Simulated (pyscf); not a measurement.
One four-centre exchange on the singlet surface with elements of a group swapped. ωB97M-D3(BJ)/def2-TZVP, eV, from the separated reactants. Structures and frequencies: ωB97X-D3(BJ)/def2-SVP in PySCF.

| step | barrier | reaction energy | imaginary mode (i cm⁻¹) |
|---|---|---|---|
| HO–SiH(OH)–OH + H₂O → HO–Si(OH)(OH)–OH + H₂ | 1.27 | -1.07 | 1151 |
| HO–GeH(OH)–OH + H₂O → HO–Ge(OH)(OH)–OH + H₂ | … | … | 1371 |

### Question
Fill in the missing entries.

### Answer

- HO–GeH(OH)–OH + H₂O → HO–Ge(OH)(OH)–OH + H₂, barrier: 1.56
- HO–GeH(OH)–OH + H₂O → HO–Ge(OH)(OH)–OH + H₂, reaction energy: -0.31

Row 1: On the reactant side the descent ends in a bound adduct (not fully relaxed), 0.40 eV under the separated species and 1.71 eV under the saddle at ωB97X-D3(BJ)/def2-TZVP. Row 2: On the reactant side the descent ends in a bound adduct (not fully relaxed), 0.45 eV under the separated species and 1.99 eV under the saddle at ωB97X-D3(BJ)/def2-TZVP. Each row is the saddle that its search found. Elements up to Kr have no core potential and no relativistic terms here.
